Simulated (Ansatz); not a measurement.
Match the barriers

Saddle point of AlSiH5O, singlet (AlSiH₅O ([OH][AlH][SiH3]) → AlHO ([OH][Al]) + SiH₄; bonds formed: Si2–H3; bonds broken: Al1–Si2, Al1–H3), PBE0-D4/def2-TZVP structure:

Al1  (-0.828, -0.010, 0.979)
Si2  (1.269, 0.274, -0.181)
H3  (-0.308, -0.256, -0.794)
O4  (-2.472, -0.420, 0.928)
H5  (2.331, 0.722, 0.789)
H6  (1.787, -1.018, -0.711)
H7  (1.153, 1.402, -1.145)
H8  (-2.933, -0.693, 0.136)
(Å)

Ansatz 0.2.0; basis: def2-TZVPP, with def2-QZVPP for the basis limit; cores frozen in the correlated methods. B3LYP uses VWN-RPA correlation. Extrapolation: Hartree–Fock as exp(−7.88 √X), correlation as X^−2.97. Four methods, as single points on the PBE0-D4 structures, gave these electronic barriers from the start structure: 44.96, 49.93, 52.67, 60.44 kcal/mol.

**Question.** The methods were, in alphabetical order, B3LYP-D4, HF, MP2, PBE-D4. Which gave which? (A judgement: the text doesn't fix the answer.)

**Answer.** Computed: PBE-D4 44.96; B3LYP-D4 49.93; MP2 52.67; HF 60.44 kcal/mol. For comparison, CCSD(T) at an estimated basis limit (MP2 extrapolated from triple and quadruple zeta, plus CCSD(T) − MP2 in triple zeta) gives 50.69 kcal/mol.

No T1 diagnostic of these runs exceeds 0.016. The restricted Hartree–Fock reference is unstable towards an unrestricted one at one or more of these structures.

Losses and insertions of silylenes and their heavier kin drive the gas-phase chemistry of silicon and germanium vapour deposition.

Labels in which every atom is bracketed show which atoms are joined, not bond orders.

For scale, one of the runs: CCSD(T)/def2-TZVPP, 185 basis functions, launched by `ansatz run in.yaml --threads 2 --pin off --events-out ev --progress --plain --max-ram 4352MiB`. The run took 28 s on 2 CPU threads of an Arm Neoverse V2 (shared host), with 1.7 GiB of host memory at its peak.
